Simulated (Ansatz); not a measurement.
# CHAl (singlet): the correlation ladder, cc-pVDZ

One table from this session's results is given with a row withheld; the runs are named, their logs left out.

The runs use Ansatz 0.2.0, Gaussian basis; cc-pVDZ, core rule «outside noble gas», up to 6 orbitals frozen.

The runs, in order: UHF; CCSD(T) on RHF; CCSD(T) on UHF; BCCD(T) on RHF; CISD; CCSDT(Q) on RHF; CCSDT(Q) on UHF; CISDTQ; CCSDTQ on RHF; CCSDTQ on UHF; Full CI.

12 further runs of the same task are left out: 5 for a known fault of the program, 1 that didn't finish, 6 set aside as unsound or not needed.

## The geometry

The geometry is a PBE0/def2-TZVP stationary point (not a proven minimum) of the parent state, kept for this charge and spin.

3 atoms, charge 0, spin multiplicity 1.

Atoms are counted from 1 here; the program's logs count them from 0.

Bond lengths: Al1–C2 1.916 Å, Al1–H3 1.601 Å. Angles: C2–Al1–H3 180.0°.

The first run:

in.yaml

```yaml
crystal:
  periodic: [false, false, false]
  atoms:
    - {symbol: Al, position_ang: [0.000000, 0.000000, 0.105100]}
    - {symbol: C, position_ang: [0.000000, 0.000000, -1.811100]}
    - {symbol: H, position_ang: [0.000000, 0.000000, 1.706000]}
basis:
  gaussian: {orbitals: cc-pVDZ}
magnetization: {spin_polarized: true, initial_magnetization: 0}
hamiltonian: {xc: hf}
output: {orbitals: {seedname: orbitals}}
```

The run is started by

```
> ansatz run in.yaml --threads 1 --pin off --events-out ev --progress --plain --max-ram 3968MiB --backend cpu
```

Steps of the session up to this table: UHF; CCSD(T) on RHF; CCSD(T) on UHF; BCCD(T) on RHF; CISD; CCSDT(Q) on RHF; CCSDT(Q) on UHF; CISDTQ; CCSDTQ on RHF; CCSDTQ on UHF; Full CI.

One table of the session follows, with a row left open; its other results are not shown here.

| method | from FCI (meV) |
| --- | --- |
| RHF | +5871.7 |
| RMP2 | +1439.4 |
| CISD | +924.2 |
| RCCSD | +482.6 |
| RCCSD(T) | +205.6 |
| BCCD(T) | ? |
| RCCSDT | +113.5 |
| CISDTQ | +122.8 |
| RCCSDT(Q) | +25.2 |
| RCCSDTQ | +7.2 |
| FCI | 0 |

**Question.** Estimate the row for BCCD(T).

The run gave: from FCI (meV): +212.2. In the column «from FCI (meV)» it lies between RCCSD(T) (+205.6) and RCCSD (+482.6).

To keep in mind: The report flags that the cluster equations may have other roots. Left out of the table: UHF, UMP2, UCCSD, UCCSD(T), UCCSDT, UCCSDT(Q), UCCSDTQ (another determinant or state than the rows shown). The program flags RCCSDTQ as in doubt, so those rows may rest on another solution; read them beside their warnings.
